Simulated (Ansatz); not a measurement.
## Cs2Ti: from a trial structure to a relaxed crystal

Computed with DFT PBE, scalar-relativistic, plane waves, PAW in Ansatz 0.2.0. Cutoff 420 eV, Γ-centred k mesh, Gaussian smearing, no spin polarisation in the final step.

This is the end of a relaxation of cell and atoms.

```yaml
crystal:
  lattice:
    - [-1.92120, 1.92120, 10.59252]
    - [1.92120, -1.92120, 10.59252]
    - [1.92120, 1.92120, -10.59252]
  atoms:
    - { symbol: Cs, position: [0.63845, 0.63845, 0.00000] }
    - { symbol: Cs, position: [0.36155, 0.36155, 0.00000] }
    - { symbol: Ti, position: [0.00000, 0.00000, 0.00000] }
```

Formation energies are uncorrected and refer to the elements' standard structures at the same level.

(1) What space group does it have?

(2) What is its formation energy per atom?

(3) Is it a metal?

Answers

(1) I4/mmm (No. 139). Conventional cell: a = 3.842 Å, c = 21.185 Å. Cs has 4 Cs at 3.84 Å and 4 Ti at 4.00 Å; Ti has 4 Ti at 3.84 Å and 8 Cs at 4.00 Å.

(2) 1.30 eV/atom.

(3) Yes, bands cross the Fermi level on the 16×16×16 mesh.

The final run used a 16×16×16 mesh on its 3-atom cell and 0.10 eV smearing. For metals, differences of a few meV/atom aren't resolved. The cell came from a trial start, so Cs2Ti may not exist in this structure.

Cost: 3 runs of about 9.4 core-minutes in all, on Arm Neoverse N1 (shared hosts).